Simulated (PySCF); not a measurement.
A structure optimised at PBE-D3(BJ)/def2-TZVPD, used in a PySCF frequency run:

```
Na
Cl 1 2.3726
```
Charge 0, spin multiplicity 1.

Task: Write its SMILES, formula and point group.

Result: [Na][Cl], ClNa, C∞v

Task: What are its rotational constants (standard atomic weights)?

Result: 6.4377 GHz (linear rotor, B only)
